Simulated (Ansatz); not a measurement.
**Pulling the pair apart**

The pair of NH3 (SMILES N, atoms 1–4) and SiNH5 (SMILES [SiH3]N, atoms 5–11), both closed shells, in one local arrangement (a lower one may exist), relaxed at PBE0-D4/def2-TZVP:

```
11
angstrom
N 0.0293 0.0193 -2.2258
H 0.8467 0.0796 -2.8205
H -0.6371 -0.5870 -2.6882
H -0.3817 0.9446 -2.1893
Si -0.3436 0.2588 1.8410
N 0.7534 -0.4825 0.7578
H 0.3005 0.3997 3.1754
H -0.6818 1.6048 1.3022
H -1.6433 -0.4484 2.0711
H 0.5550 -0.4431 -0.2402
H 1.2026 -1.3458 1.0166
```

SiNH5 is shifted rigidly along the line between the mean atom positions of the two fragments (negative: closer). Counterpoise interaction energies in kcal/mol. Computed with Ansatz 0.2.0 (basis: def2-TZVPPD); correlated methods freeze the cores. B3LYP uses VWN-RPA correlation.

```csv
shift (Å),PBE0-D4,B3LYP-D4,MP2
-0.21,-4.50,-4.03,-3.36
-0.11,-5.00,-4.63,-4.02
0.00,-5.15,-4.85,-4.32
0.11,-5.08,-4.83,-4.36
0.25,-4.76,-4.54,-4.18
0.53,-3.90,-3.72,-3.50
1.05,-2.39,-2.21,-2.20
2.11,-0.88,-0.79,-0.86
```

Question: What does CCSD(T) give at these shifts? (An estimate is asked for; the value comes from the calculation.)

Answer: Computed: -3.21, -3.93, -4.26, -4.33, -4.17, -3.51, -2.20, -0.85 kcal/mol. For zero shift, CCSD(T) at an estimated basis limit (MP2 extrapolated from triple and quadruple zeta, plus CCSD(T) − MP2 in triple zeta) gives -4.58 kcal/mol. These are counterpoise interaction energies, counted from the two frozen fragments.

The T1 diagnostic stays at or below 0.010.

For scale, one of the runs: CCSD(T)/def2-TZVPPD, 258 basis functions, launched by `ansatz run in.yaml --threads 4 --pin off --events-out ev --progress --plain --max-ram 9574MiB`. Hardware: 4 CPU threads of an Arm Neoverse V2, shared host. Wall time 77 s; peak host memory 5.8 GiB.
